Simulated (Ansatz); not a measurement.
# C5H10O: the cost of one run

Program: Ansatz 0.2.0. Level of theory: RKS PBE/STO-3G. These are calculated values, not measurements.

**1. The system as given**

Bond lengths (14 of 15 bonds, heavy atoms first): C1–C2 1.353 Å, C2–C3 1.528 Å, C3–C4 1.615 Å, C3–C5 1.516 Å, C3–O6 1.390 Å, C1–H7 1.078 Å, C1–H8 1.053 Å, C2–H9 1.130 Å, C4–H10 1.073 Å, C4–H11 1.095 Å, C4–H12 1.061 Å, C5–H13 1.079 Å, C5–H14 1.072 Å, C5–H15 1.108 Å. Angles (14 of 25 angles, heavy atoms first): C1–C2–C3 127.4°, C2–C3–C4 107.7°, C2–C3–C5 110.8°, C2–C3–O6 111.3°, C4–C3–C5 108.6°, C4–C3–O6 109.5°, C5–C3–O6 109.0°, C1–C2–H9 115.4°, C3–C2–H9 117.2°, C2–C1–H7 119.3°, C2–C1–H8 119.6°, C3–C4–H10 105.5°, C3–C4–H11 105.7°, C3–C4–H12 111.7°.

Coordinates:

```xyz
16

C    -0.5968   -1.4695    1.6556
C     0.0331   -0.4073    1.1018
C    -0.0603    0.0754   -0.3449
C     1.3579   -0.2278   -1.0548
C    -0.3176    1.5683   -0.3980
O    -1.0725   -0.5836   -1.0323
H    -1.3006   -2.0334    1.0647
H    -0.4733   -1.6715    2.6818
H     0.7314    0.1556    1.7894
H     1.2378    0.0757   -2.0773
H     1.4692   -1.3172   -1.0400
H     2.1569    0.2696   -0.5644
H     0.4195    2.1876    0.0900
H    -0.4411    1.9305   -1.3996
H    -1.2735    1.7926    0.1145
H    -1.8930   -0.3675   -0.5421
```

**2. End point A**

input.yaml reads:

```yaml
crystal:
  periodic: [false, false, false]
  atoms:
    - { symbol: C, position_ang: [-0.5968, -1.4695, 1.6556] }
    - { symbol: C, position_ang: [0.0331, -0.4073, 1.1018] }
    - { symbol: C, position_ang: [-0.0603, 0.0754, -0.3449] }
    - { symbol: C, position_ang: [1.3579, -0.2278, -1.0548] }
    - { symbol: C, position_ang: [-0.3176, 1.5683, -0.398] }
    - { symbol: O, position_ang: [-1.0725, -0.5836, -1.0323] }
    - { symbol: H, position_ang: [-1.3006, -2.0334, 1.0647] }
    - { symbol: H, position_ang: [-0.4733, -1.6715, 2.6818] }
    - { symbol: H, position_ang: [0.7314, 0.1556, 1.7894] }
    - { symbol: H, position_ang: [1.2378, 0.0757, -2.0773] }
    - { symbol: H, position_ang: [1.4692, -1.3172, -1.04] }
    - { symbol: H, position_ang: [2.1569, 0.2696, -0.5644] }
    - { symbol: H, position_ang: [0.4195, 2.1876, 0.09] }
    - { symbol: H, position_ang: [-0.4411, 1.9305, -1.3996] }
    - { symbol: H, position_ang: [-1.2735, 1.7926, 0.1145] }
    - { symbol: H, position_ang: [-1.893, -0.3675, -0.5421] }
basis:
  gaussian: { orbitals: STO-3G }
hamiltonian:
  xc: pbe
relax:
  f_tol: 0.02
  max_steps: 50
output:
  orbitals: {}
```

Command:

```
$ ansatz run input.yaml --threads 1 --pin off --max-ram 2048MiB --backend cpu --events-out ev --progress --plain --runs-dir out
```

**Question.** How long does this run take on 1 thread of Arm Neoverse V1, shared host, and how much memory does it need?

About 38 s, with a peak of 0.11 GiB.
